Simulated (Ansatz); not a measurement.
Basis sets compared for [Al(CN)H3]- (CH₃AlN⁻). The state is a singlet with charge -1. Geometry r2SCAN-D4/def2-TZVPD. Ansatz on 4 threads of Arm Neoverse V2 on a shared host; times are rough, and most runs start from earlier orbitals.

Cartesian coordinates in Å:
```
Al -0.063 -0.035 0.631
C 0.140 0.087 -1.379
N 0.255 0.141 -2.534
H -1.219 -1.143 0.913
H -0.493 1.443 1.151
H 1.381 -0.494 1.218
```

```csv
level,functions,energy (Eh),HOMO (eV),LUMO (eV),wall time
HF/STO-3G,22,-331.7941,-2.64,16.94,0.1 s
HF/6-31G,37,-335.9360,-6.03,7.97,0.1 s
PBE-D4/def2-SVPD,88,-336.7429,-1.87,3.63,0.45 s
PBE0-D4/def2-SVPD,88,-336.7698,-3.10,4.03,0.5 s
```

Problem. Estimate the rows for HF/def2-TZVPD, PBE-D4/def2-TZVPD, PBE0-D4/def2-TZVPD.

Solution. 
```json
{"level": "HF/def2-TZVPD", "functions": "144", "energy (Eh)": "-336.0755", "HOMO (eV)": "-6.26", "LUMO (eV)": "4.60", "wall time": "0.4 s"}
{"level": "PBE-D4/def2-TZVPD", "functions": "144", "energy (Eh)": "-336.9323", "HOMO (eV)": "-1.92", "LUMO (eV)": "3.36", "wall time": "0.7 s"}
{"level": "PBE0-D4/def2-TZVPD", "functions": "144", "energy (Eh)": "-336.9577", "HOMO (eV)": "-3.15", "LUMO (eV)": "3.71", "wall time": "0.8 s"}
```
